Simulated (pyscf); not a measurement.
A first-order saddle from PySCF, ωB97X-D3(BJ)/def2-SVP:

```xyz
7

P     -0.2834    -0.2087     0.1399
B      1.5569     0.1344     0.1784
H     -0.7166     0.2230     1.4767
H     -0.3475    -1.6134     0.3225
H      2.3118    -0.6000    -0.4110
H      1.9625     1.1591     0.6699
H     -0.9382     0.4852     2.7616
```
Charge 0, spin multiplicity 2.

Surface: doublet, charge 0. Lowest wavenumbers (cm⁻¹): 840i, 180, 250, 460, 520.

Name the species on either side of this saddle.

`[BH2][PH2]` + `[H]` [doublet] <-> `[BH2][PH]` [doublet] + `[H][H]`, a hydrogen abstraction read from left to right: H–P broken and H–H formed. At ωB97M-D3(BJ)/def2-TZVP it lies +14.2 kJ/mol from the left side and +93.6 kJ/mol from the right (each side as separated species at their lowest minima found). This is the saddle that the search found; another between the same sides may lie lower. The angle at the transferred H is 170°.
